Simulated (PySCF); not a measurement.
The PySCF input:
```python
from pyscf import gto, scf, mp

mol = gto.Mole()
mol.atom = '''
    F     1.091700   -0.611800   -0.382800
    C     0.001200    0.004600    0.058400
    F    -1.060500   -0.691700   -0.331000
    F    -0.056900    1.206900   -0.502900
    H     0.024500    0.092000    1.158400
'''
mol.basis = 'def2-tzvp'
mol.charge = 1
mol.spin = 1
mol.verbose = 4
mol.build()

mf = scf.UHF(mol)
mf.kernel()

pt = mp.MP2(mf)
pt.kernel()
print('E(MP2) = %.10f' % pt.e_tot)
```

Problem. What does this run give for the SCF-reference <S^2>, number of basis functions, total energy, SCF-reference Mulliken (on the basis functions themselves) charges in atom order?

Solution. 
- SCF-reference <S^2>: 0.782
- number of basis functions: 130
- total energy: -337.3603 Eh
- SCF-reference Mulliken (on the basis functions themselves) charges in atom order: F1 0.00, C2 0.59, F3 0.00, F4 0.00, H5 0.42

These values belong to the state on which the SCF converged, which isn't shown to be the lowest.
